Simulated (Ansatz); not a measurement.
# H2B–Al, singlet: the ladder up to full CI

Geometry: a point of a stretch scan, not a stationary point.

```tsv
atom	x (Å)	y (Å)	z (Å)
B	0.0000	0.0000	2.0470
Al	0.0000	0.0000	-1.0230
H	0.0000	1.0050	2.7137
H	0.0000	-1.0050	2.7137
```

Basis 6-31G; Ansatz 0.2.0. Correlated methods freeze the noble-gas cores, which leaves 8 electrons in 20 orbitals. Prefix R: restricted or restricted open-shell reference; prefix U: unrestricted. Active spaces: valence = (8e, 10o) chosen from the atoms' valence shells; pair = (2e, 2o) about the gap.

Full CI is exact within this basis and frozen core; it isn't the basis-set limit. The frozen core follows each run's orbitals, which can shift R against U totals by a few meV.

Unrestricted rows (U) aren't spin-pure: their determinants' ⟨S²⟩ exceeds S(S+1) by up to 0.27, so they mix in states of higher spin.

The UHF ⟨S²⟩ is 0.273. The T1 diagnostic (RCCSD) is 0.0166 and the largest doubles amplitude (RCCSD) is 0.185.

```tsv
level	E − E(full CI) (mEh)	share of correlation (%)	wall time
RHF	117.20	0.00	–
UHF	115.49	1.46	0.52 s
RMP2	36.35	68.98	–
CISD	11.66	90.05	0.37 s
RCCSD	3.21	97.26	–
RCCSD(T)	0.89	99.24	0.34 s
BCCD(T)	0.91	99.22	0.45 s
RCCSDT	0.22	99.81	–
RCCSDT(Q)	0.05	99.95	0.85 s
RCCSDTQ	0.01	99.99	9 s
CASSCF (pair space)	91.87	21.61	–
NEVPT2 (pair space)	28.57	75.63	0.31 s
MRCISD (pair space)	6.57	94.39	–
MRCISD+Q (pair space)	-0.38	100.32	0.6 s
CASSCF (valence space)	27.53	76.51	–
NEVPT2 (valence space)	8.50	92.75	4.6 s (H100)
NEVPT4(SD) (valence space)	1.60	98.64	7 s (H100)
MRCISD (valence space)	0.89	99.24	–
MRCISD+Q (valence space)	0.35	99.70	7.5 s (H100)
```

The correlation energy at full CI, counted from RHF, is -3.189 eV. That run took 11 s on 2 threads of AMD EPYC 7R13 with a shared H100 80 GB, shared host over 5,884,777 determinants.

Times hold each run's SCF and search for its determinant on a shared host, so for small cases they say little of a method's own cost; rows without a card ran on 1 thread of AMD EPYC 7R13.

More than 5 meV below full CI, which no variational method can be: MRCISD+Q (pair space).

The full-CI state has the irrep A1 of C2v, in the program's axes.

Natural occupations of full CI about the gap: 1.971 1.966 1.912 1.858 0.113 0.045 0.043 0.023 0.020 0.018; effectively unpaired electrons, Σ n²(2−n)², 0.17.
